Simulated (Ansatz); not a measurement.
C4H8O, SMILES `CC1(O)CC1`. Total charge 0; spin multiplicity 1. The geometry is a stationary point of PBE0-D4/def2-TZVP. It is one conformer, not always the lowest.

```xyz
13

C     0.832   -0.420    1.125
C     0.220   -0.132   -0.214
O     1.034   -0.464   -1.304
C    -1.226   -0.381   -0.446
C    -0.705    1.034   -0.383
H     1.737    0.178    1.278
H     0.137   -0.182    1.933
H     1.104   -1.475    1.200
H     1.781    0.142   -1.312
H    -1.823   -0.750    0.378
H    -1.499   -0.762   -1.422
H    -0.647    1.577   -1.318
H    -0.946    1.636    0.486
```

Problem. What is the dipole moment at ωB97M-V/def2-TZVPP? (An estimate is asked.)

Solution. Computed: 1.49 D, with components (0.38, 1.07, 0.97) D in this frame, pointing from negative to positive charge.

Problem. And with PBE, r2SCAN, B3LYP? (Estimate.)

Solution. The calculation gave: PBE 1.41 D, r2SCAN 1.45 D, B3LYP 1.48 D.

Problem. Give the Mulliken charges with ωB97M-V, r2SCAN, B3LYP in def2-TZVPP. (Estimate.)

Solution. The calculation gave: 
```csv
atom,ωB97M-V,r2SCAN,B3LYP
C1,-0.28,-0.13,-0.23
C2,0.17,0.30,0.25
O3,-0.32,-0.37,-0.35
C4,-0.17,-0.12,-0.17
C5,-0.22,-0.17,-0.22
H6,0.09,0.03,0.06
H7,0.08,0.03,0.06
H8,0.11,0.05,0.09
H9,0.17,0.19,0.18
H10,0.09,0.04,0.08
H11,0.10,0.05,0.09
H12,0.10,0.06,0.09
H13,0.08,0.04,0.07
```

B3LYP here is the variant with VWN-RPA as its local correlation; programs differ in this.
